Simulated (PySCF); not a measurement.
## Gas-phase thermal properties of CCl3

Energies from PySCF (xtb for GFN2), thermal terms from the rigid-rotor harmonic-oscillator model, ideal gas at 1 bar. 'Table' is the NASA 1993 thermochemical table (part measured, part estimated). 6-31G* has spherical d functions here. Open shells (unrestricted): CCl3 (multiplicity 2). GFN2 has no spin-polarisation term. B3LYP is the form with VWN-RPA correlation. The harmonic model lacks anharmonicity and excited electronic states, which grow with temperature; levels with a mode under 35 cm⁻¹ are left out. The table's entry may be an old estimate for CCl3 (not checked at source).

```csv
level,point group,σ,ZPE (kJ/mol),S°298 (J/mol/K),Cp298 (J/mol/K),S°1000 (J/mol/K),H1000 − H298 (kJ/mol)
table,-,-,-,296.9,63.8,386.1,52.9
B3LYP/6-31G*,C3v,3,18.6,302.0,64.3,391.8,53.1
GFN2-xTB,C3v,3,17.1,304.1,66.0,395.2,53.8
HF/6-31G*,C3v,3,20.8,299.3,62.0,387.1,52.2
PBE/def2-SVP,C3v,3,18.3,302.6,64.6,392.6,53.2
PBE0/def2-TZVP,C3v,3,19.2,301.6,63.7,390.8,52.8
```
σ: rotational symmetry number. Electronic degeneracy used: 2. Frequencies are unscaled.
